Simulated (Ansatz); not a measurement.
The same path of C₂H₄ClFO (9 atoms, charge 0, multiplicity 1) was run twice with different band settings. The coordinate that changes most is the dihedral H6–C1–O2–C3.

The calculation used RKS PBE-D4/cc-pVDZ (Ansatz 0.2.0).

Relaxed end points:

```xyz
9
Properties=species:S:1:pos:R:3
C 0.142 -0.993 -0.738
O 0.674 0.281 -0.336
C -0.069 0.861 0.655
F -1.306 1.262 0.186
Cl 0.833 2.309 1.231
H -0.869 -0.880 -1.181
H 0.842 -1.391 -1.494
H 0.090 -1.695 0.125
H -0.247 0.199 1.534
```

```xyz
9
Properties=species:S:1:pos:R:3
C 0.204 -1.173 -0.368
O 0.768 0.003 0.238
C -0.145 1.015 0.352
F -0.473 1.539 -0.885
Cl 0.606 2.310 1.351
H -0.672 -1.541 0.213
H -0.105 -0.975 -1.414
H 1.002 -1.936 -0.351
H -1.097 0.712 0.846
```

Common settings: spring 5.0 eV/Å²; optimiser quadratic models (default); start path IDPP; force threshold 0.05 eV/Å; iteration limit 60; end points relaxed.

| run | movable images | climbing image |
| --- | --- | --- |
| 1 | 9 | yes |
| 2 | 6 | no |

(1) What does each run give, and how far can it be trusted?

Answers

(1) Run 1: converged after 4 iterations, highest image 0.069 eV above the first end. A vibrational analysis at the climbing image gives one clearly imaginary mode, 180i cm⁻¹: a first-order saddle point.
Run 2: converged after 4 iterations, highest image 0.065 eV above the first end. No image climbed, so the highest image needn't sit at the top of the path.
